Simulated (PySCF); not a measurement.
Species: 2-chloroacrylonitrile, C₃H₂ClN.
Atom-mapped SMILES: `[CH2:1]=[C:2]([Cl:3])[C:4]#[N:5]` (hydrogens: H6, H7 on C1)

Level of theory: TDDFT PBE0/def2-SVPD, vertical, gas phase, core orbitals frozen in the response (PySCF 2.14.0, density-fitted response routines). Isolated species at its PBE0-D3(BJ)/def2-SVP geometry, gas phase.

Computed states:

```
state  E (eV)       f
   S1    5.85   0.229
   S2    5.98  0.0002
   S3    6.09  0.0003
   S4    6.59  0.0011
   S5    6.79   0.037
   S6    7.39  0.0076
   S7    7.50  0.0000
   S8    7.53   0.042
   S9    7.63  0.0005
  S10    8.25  0.0056
```

Broadening: Gaussians 0.5 eV wide at half height, area fixed by f = 4.319×10⁻⁹ ∫ε dν̃. The width is an assumption, not a result. The curve ends short of the highest state used, and states not computed would add to its high-energy end.

Task: What does the envelope look like, and where are its maxima?

Result: 
(λ (nm), ε (L mol⁻¹ cm⁻¹)): (162.1, 2167), (164.0, 2556), (165.9, 2568), (167.7, 2263), (169.6, 1781), (171.5, 1354), (173.4, 1141), (175.3, 1190), (177.1, 1423), (179.0, 1741), (180.9, 1990), (182.8, 2065), (184.7, 1937), (186.5, 1671), (188.4, 1324), (190.3, 1015), (192.2, 842), (194.1, 895), (195.9, 1232), (197.8, 1965), (199.7, 3131), (201.6, 4710), (203.5, 6590), (205.3, 8457), (207.2, 10254), (209.1, 11601), (211.0, 12289), (212.9, 12229), (214.7, 11524), (216.6, 10247), (218.5, 8638), (220.4, 6923), (222.2, 5370), (224.1, 3930), (226.0, 2754), (227.9, 1853), (229.8, 1199), (231.6, 768), (233.5, 464), (235.4, 271), (237.3, 153), (239.2, 84), (241.0, 47), (242.9, 24)

Maxima: 212 nm (5.85 eV), ε about 12000, made up of S1 (100%); 183 nm (6.79 eV), ε about 2100, made up of S5 (98%); 165 nm (7.51 eV), ε about 2600, made up of S6 (13%) and S8 (85%) (ε in L mol⁻¹ cm⁻¹; maxima over ε = 5, shares over 10%).

Task: Coming from long wavelengths, where does ε first pass 100 L mol⁻¹ cm⁻¹?

Result: At about 239 nm (5.20 eV), 0.66 eV below S1.

Task: On this curve, what absorbance would a 10⁻⁴ mol/L sample give at 193 nm over a 1 cm path?

Result: 193 nm is 6.424 eV, where ε is about 830 L mol⁻¹ cm⁻¹, so A = ε c l ≈ 0.083 (Beer–Lambert, with the gas-phase spectrum and the assumed width).

Task: What would ε be at 5.85 eV, the highest of these maxima, with half the width (0.25 eV)?

Result: About 24700 L mol⁻¹ cm⁻¹ against 12400, a factor of about 2.00; a lone state at its own centre would give exactly 2.

All these states lie below the vertical ionisation energy of 10.49 eV (ΔSCF).
